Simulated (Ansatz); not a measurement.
`CC(C)(C)OC=O`, relaxed with RKS PBE-D4/def2-SVP in Ansatz from a rough embedded geometry. The force threshold is 0.03 eV/Å; the program also tests the step.

Charge 0, multiplicity 1.

Start:

```xyz
17

C     1.678    0.534   -0.193
C     0.197    0.070   -0.049
C    -0.629    1.294    0.298
C    -0.255   -0.508   -1.308
O     0.160   -0.892    1.041
C    -0.982   -1.470    1.443
O    -2.093   -1.242    0.997
H     1.833    1.222   -0.947
H     2.105    0.887    0.746
H     2.319   -0.406   -0.414
H    -1.667    1.107    0.347
H    -0.445    2.127   -0.421
H    -0.332    1.651    1.289
H    -1.318   -0.827   -1.357
H    -0.105    0.127   -2.221
H     0.296   -1.509   -1.536
H    -0.763   -2.166    2.285
```

Problem. By how much does the energy fall, and how many steps does the optimiser take? (Best estimate.)

Solution. Computed: 48.40 kJ/mol, in 7 steps, 2 of them rejected.

Problem. Which bonds change most? (An estimate is asked.)

Solution. Computed: C1–H8 from 1.032 to 1.108 Å; C2–C4 from 1.457 to 1.532 Å; C4–H16 from 1.166 to 1.108 Å; C1–H10 from 1.159 to 1.108 Å.

Problem. Give the relaxed structure. (An estimate is asked.)

Solution. Ansatz gave: 
```xyz
17

C     1.701    0.459   -0.156
C     0.216    0.102   -0.069
C    -0.624    1.326    0.310
C    -0.269   -0.555   -1.366
O     0.180   -0.888    1.034
C    -0.974   -1.452    1.425
O    -2.086   -1.264    0.979
H     1.868    1.204   -0.958
H     2.056    0.888    0.802
H     2.307   -0.441   -0.379
H    -1.695    1.066    0.388
H    -0.504    2.111   -0.463
H    -0.284    1.744    1.279
H    -1.337   -0.830   -1.298
H    -0.137    0.151   -2.210
H     0.324   -1.465   -1.584
H    -0.741   -2.158    2.266
```
